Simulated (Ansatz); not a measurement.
## Scan of [SiH3···H···BH2], doublet

Starting geometry:

```json
{"atom": "Si", "x (Å)": "-0.9983", "y (Å)": "0.0000", "z (Å)": "0.0000"}
{"atom": "H", "x (Å)": "-1.4932", "y (Å)": "1.3997", "z (Å)": "0.0000"}
{"atom": "H", "x (Å)": "-1.4932", "y (Å)": "-0.6999", "z (Å)": "1.2122"}
{"atom": "H", "x (Å)": "-1.4932", "y (Å)": "-0.6999", "z (Å)": "-1.2122"}
{"atom": "H", "x (Å)": "0.4863", "y (Å)": "0.0000", "z (Å)": "0.0000"}
{"atom": "B", "x (Å)": "2.4197", "y (Å)": "0.0000", "z (Å)": "0.0000"}
{"atom": "H", "x (Å)": "2.9288", "y (Å)": "0.0000", "z (Å)": "1.0770"}
{"atom": "H", "x (Å)": "2.9288", "y (Å)": "0.0000", "z (Å)": "-1.0770"}
```

From there atom H5 is moved from one fragment to the other while all else, the fragments' distance too, stays fixed; atoms are numbered as listed. Energies are in kcal/mol, counted from the starting geometry at the same level. Kohn–Sham curves are unrestricted where that lies lower.

Basis cc-pVDZ; Ansatz 0.2.0. Only valence electrons are correlated (noble-gas cores frozen). Prefix R: restricted or restricted open-shell reference; prefix U: unrestricted.

Full CI isn't at hand for all of this; UCCSDT(Q) serves as the reference, and is uncertain by the last step of the cluster series or more.

```csv
distance Si1-H5 (Å),RPA-PBE
1.485,0.0
1.594,0.3
1.812,0.3
2.030,-7.7
2.248,-12.5
```

Task: Estimate the UCCSDT(Q) curve in cc-pVDZ from this one, knowing how RPA-PBE differs from it in such a basis.

Result: The computed UCCSDT(Q) values, in kcal/mol from the starting point, and the difference of RPA-PBE against them:
```json
{"distance Si1-H5 (Å)": "1.485", "UCCSDT(Q)": "0.0", "RPA-PBE less UCCSDT(Q)": "0.0"}
{"distance Si1-H5 (Å)": "1.594", "UCCSDT(Q)": "0.4", "RPA-PBE less UCCSDT(Q)": "-0.1"}
{"distance Si1-H5 (Å)": "1.812", "UCCSDT(Q)": "0.5", "RPA-PBE less UCCSDT(Q)": "-0.2"}
{"distance Si1-H5 (Å)": "2.030", "UCCSDT(Q)": "-8.2", "RPA-PBE less UCCSDT(Q)": "0.5"}
{"distance Si1-H5 (Å)": "2.248", "UCCSDT(Q)": "-13.7", "RPA-PBE less UCCSDT(Q)": "1.2"}
```

The difference spans 1.4 kcal/mol and is largest, 1.2 kcal/mol, at 2.248 Å.

In so small a basis both RPA and the reference are far from their limits and near them at different rates, so the difference would change in a larger set.
